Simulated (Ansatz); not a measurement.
**V₃F: from a trial structure to a relaxed crystal**

These are results of Ansatz 0.2.0, DFT PBE, scalar-relativistic, plane waves, PAW, not measurements. Cutoff 420 eV, Γ-centred k mesh, Gaussian smearing, no spin polarisation in the final step.

V₃F was placed on the Ni3Sn (D0_19) structure type (P6_3/mmc, No. 194), with F in place of Sn, V in place of Ni, at a guessed volume.

```
V F
1.0
     5.24040    0.00000    0.00000
    -2.62020    4.53832    0.00000
     0.00000    0.00000    4.20623
V F
6 2
Direct
  0.83300 0.66600 0.25000
  0.16700 0.83300 0.75000
  0.33400 0.16700 0.25000
  0.16700 0.33400 0.75000
  0.83300 0.16700 0.25000
  0.66600 0.83300 0.75000
  0.33333 0.66667 0.25000
  0.66667 0.33333 0.75000
```

Cell and atoms relax at zero pressure; the relaxation can't lower the symmetry of the start. After a coarse first stage the cell is made exact in the group found at 0.06 Å.

The zero of energy is the elements' standard structures at the same level (F₂ as a molecule); no fitted shifts are applied.

Problem. Which crystal results?

Solution. It keeps P6_3/mmc (No. 194). The result has the Ni3Sn (D0_19) structure. Conventional cell: a = 5.363 Å, c = 4.297 Å. Around V lie 6 V at 2.47–2.58 Å, 4 F at 2.68–2.72 Å and 2 V at 2.89 Å; F has 12 V at 2.68–2.72 Å.

```cif
data_structure
_symmetry_space_group_name_H-M 'P6_3/mmc'
_symmetry_Int_Tables_number 194
_cell_length_a 5.3635
_cell_length_b 5.3635
_cell_length_c 4.2973
_cell_angle_alpha 90.000
_cell_angle_beta 90.000
_cell_angle_gamma 120.000
_cell_volume 107.06
loop_
_atom_site_label
_atom_site_type_symbol
_atom_site_symmetry_multiplicity
_atom_site_Wyckoff_symbol
_atom_site_fract_x
_atom_site_fract_y
_atom_site_fract_z
_atom_site_occupancy
V1 V 6 h 0.84622 0.69243 0.25000 1
F1 F 2 c 0.33333 0.66667 0.25000 1
```

Problem. What are its volume, energy, density and gap?

Solution. The volume per atom is 13.38 Å³ and the density is 5.33 g/cm³. The energy over the elements is 0.18 eV/atom and the gap on the 12×12×10 mesh is 0 eV (a metal).

The final run used a 12×12×10 mesh on its 8-atom cell and 0.10 eV smearing. For metals, differences of a few meV/atom aren't resolved. A structure relaxed within its symmetry needn't be a true minimum.

Cost: 3 runs of about 7.4 core-minutes in all, on AMD EPYC 7R43 (Zen 3) (shared hosts).